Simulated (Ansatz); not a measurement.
Ansatz (a quantum-chemistry and plane-wave program) input:

Ansatz 0.2 input:
```yaml
crystal:
  periodic: [false, false, false]
  atoms:
    - {symbol: O, position_ang: [-0.02442974, 0.65299425, 0.02901803]}
    - {symbol: O, position_ang: [0.02442974, -0.65299425, -0.02901803]}
    - {symbol: H, position_ang: [0.92959641, 0.94278890, -0.02174973]}
    - {symbol: H, position_ang: [-0.92959641, -0.94278890, 0.02174973]}
basis:
  gaussian:
    orbitals: aug-cc-pVDZ
total_charge: 1
magnetization: {spin_polarized: true, initial_magnetization: 1}
correlation: {method: ccsd_t, electrons: outside_noble_gas}
output: {forces: true}
```

Q: Which total energy does the run end on?

A: -150.85875 Eh (CCSD(T)/aug-cc-pVDZ). The basis has 64 functions.
